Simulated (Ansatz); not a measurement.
System: rock-salt HfN. Method: PBE-D4 (PAW; Ansatz, a first-principles code).

Output (set-up and result lines):

```
Crystal: 2 atoms, lattice volume = 23.104 Å³
Basis set: ecut = 520 eV, 609 PW (Γ), exchange–correlation on 48×48×48 points (8 copies of the dense FFT grid, shifted against one another)
Bands: 20, of which v1, the nominal top of the filled ones, is band 16 counted from 1 (15 counted from 0)
Symmetry: 48 space group operations
Space group: Fm-3m (ITA 225), of the structure as read, at distance tolerance 2.8e-5 Å
k-points: 328 of 10648
Functional: x = pbe(κ = 0.804, μ = 0.2195149727645171), c = pbe(β = 0.06672455060314922)
SCF iter   1: F=—  HF=-16109.256174 eV  |F-HF|=—  |Δ(HF+E_count)|=         —  Δρ=5.62e-3  dr2=8.71e-3
SCF iter   2: F=—  HF=-16109.254074 eV  |F-HF|=—  |Δ(HF+E_count)|=   2.10e-3  Δρ=1.41e-3  dr2=3.67e-4
  ...
SCF iter   7: F=—  HF=-16109.253907 eV  |F-HF|=—  |Δ(HF+E_count)|=   1.01e-8  Δρ=1.94e-6  dr2=4.12e-10
SCF iter   8: F=-16109.253907 eV  HF=-16109.253907 eV  |F-HF|=3.64e-12  |Δ(HF+E_count)|=  7.42e-10  Δρ=4.77e-7  dr2=3.78e-11
SCF 1 converged in 8 iterations: F = -16109.253907 eV  dr2 = 3.78e-11
SCF converged after 8 iterations
Free energy (F): -16109.253907 eV
Internal energy: -16109.248922 eV  (E = F + TS)
E sigma→0 (E₀):  -16109.251414 eV
Fermi energy:    23.857045 eV
--- Forces (eV/Å), atoms counted from 1 ---
  atom   1  Hf    -0.00000000     0.00000000    -0.00000000
  atom   2  N      0.00000000    -0.00000000    -0.00000000
--- Stress (GPa, compression-positive) ---
       -0.000051       0.000000       0.000000
        0.000000      -0.000051      -0.000000
        0.000000      -0.000000      -0.000051
  P = ⅓ Tr σ = -0.0001 GPa (-0.001 kbar)
```

**Question.** Write an input file that could have produced this run (the log leaves some choices open).

**Answer.** This is not unique; one that fits is 
Ansatz 0.2 input:
```yaml
crystal:
  lattice:
    - [0.0, 2.2605831185, 2.2605831185]
    - [2.2605831185, 0.0, 2.2605831185]
    - [2.2605831185, 2.2605831185, 0.0]
  atoms:
    - { symbol: Hf, position: [0.0, 0.0, 0.0] }
    - { symbol: N, position: [0.5, 0.5, 0.5] }
basis:
  ecutwfc: 520
  ecutrho_ratio: 4
  xc_grid: 2
kpoints:
  mp_grid: { grid: [22, 22, 22] }
hamiltonian:
  xc: pbe
  dispersion: d4
  pseudopotentials: { kind: paw }
scf:
  occupations: { method: fermi_dirac, width: 0.05 }
  convergence: { dr2_threshold: 0.0000000002 }
output:
  forces: true
  stress: true
  eigenvalues: true
```
